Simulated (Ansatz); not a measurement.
Z-matrix (Å, degrees):
```
C
C 1 1.509
F 1 1.383 2 109.8
H 1 1.093 2 111.3 3 -119.4
H 1 1.096 2 111.1 3 119.0
C 2 1.507 1 112.4 3 -178.9
H 2 1.094 1 109.6 3 58.9
H 2 1.095 1 109.3 3 -58.6
F 6 1.386 2 110.3 1 -63.0
H 6 1.095 2 111.6 1 56.2
H 6 1.093 2 111.0 1 177.7
```

Charge 0, multiplicity 1.

Question: List the PBE0/def2-TZVPP orbital energies in eV (Ansatz 0.2.0). (An estimate is asked.)

Answer: The calculation gave: Occupied: -673.71, -673.55, -280.45, -280.22, -278.57, -33.50, -33.34, -22.59, -19.51, -17.32, -14.67, -14.54, -14.00, -13.69, -12.99, -12.32, -11.31, -10.40, -9.85, -9.54, -9.35. Lowest empty: 1.23, 1.82, 2.14, 2.31, 2.94, 3.28, 3.55, 3.95.
